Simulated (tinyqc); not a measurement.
Inside a calculation. Method: extended Hueckel theory, for CO. One step of it, computed by the program tinyqc.

Task: Wolfsberg-Helmholz matrix. H_ij = K' S_ij (H_ii + H_jj)/2 for i != j (the diagonal keeps H_ii), with K' = K + D^2 + D^4 (1 - K), D = (H_ii - H_jj)/(H_ii + H_jj), K = 2.

overlap S, lower triangle:
```
            1C 2s    1C 2px    1C 2py     1C 2pz     2O 2s    2O 2px    2O 2py    2O 2pz
1C 2s    1.000000
1C 2px   0.000000  1.000000
1C 2py   0.000000  0.000000  1.000000
1C 2pz   0.000000  0.000000  0.000000   1.000000
2O 2s    0.465849  0.000000  0.000000   0.531048  1.000000
2O 2px   0.000000  0.294036  0.000000   0.000000  0.000000  1.000000
2O 2py   0.000000  0.000000  0.294036   0.000000  0.000000  0.000000  1.000000
2O 2pz  -0.347092  0.000000  0.000000  -0.279768  0.000000  0.000000  0.000000  1.000000
```

diagonal H_ii (eV): 1C 2s -21.400000, 1C 2px -11.400000, 1C 2py -11.400000, 1C 2pz -11.400000, 2O 2s -32.300000, 2O 2px -14.800000, 2O 2py -14.800000, 2O 2pz -14.800000

K = 2.000000

Give: H.

Result:

H (eV), lower triangle:
```
          1C 2s   1C 2px   1C 2py   1C 2pz    2O 2s   2O 2px   2O 2py   2O 2pz
1C 2s   -21.400
1C 2px    0.000  -11.400
1C 2py    0.000    0.000  -11.400
1C 2pz    0.000    0.000    0.000  -11.400
2O 2s   -25.510    0.000    0.000  -25.254  -32.300
2O 2px    0.000   -7.768    0.000    0.000    0.000  -14.800
2O 2py    0.000    0.000   -7.768    0.000    0.000    0.000  -14.800
2O 2pz   12.767    0.000    0.000    7.391    0.000    0.000    0.000  -14.800
```
